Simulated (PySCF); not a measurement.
**Mg: ionisation energy**

Mg [Ne] 3s2 (1S) → Mg⁺ [Ne] 3s1 (2S), as a difference of total energies. Calculation: PySCF 2.14, in cc-pVTZ (5s4p2d1f, 34 functions); no relativity, point nucleus. Correlated levels: valence: [Ne] frozen. The calculations carry no spin-orbit coupling.

```json
{"method": "UHF", "ionisation energy (eV)": "6.607", "error (eV)": "-1.039"}
{"method": "B3LYP", "ionisation energy (eV)": "7.728", "error (eV)": "+0.082"}
{"method": "M06-L", "ionisation energy (eV)": "7.509", "error (eV)": "-0.137"}
{"method": "MP2 (valence)", "ionisation energy (eV)": "7.248", "error (eV)": "-0.398"}
{"method": "SCS-MP2 (valence)", "ionisation energy (eV)": "7.376", "error (eV)": "-0.270"}
{"method": "CCSD (valence)", "ionisation energy (eV)": "7.525", "error (eV)": "-0.121"}
```

Reference: 7.646 eV (measured; NIST Atomic Spectra Database, ionization energies).

Errors of the correlated levels include the incompleteness of this basis and the frozen core.

With two correlated electrons CCSD is exact in that space.
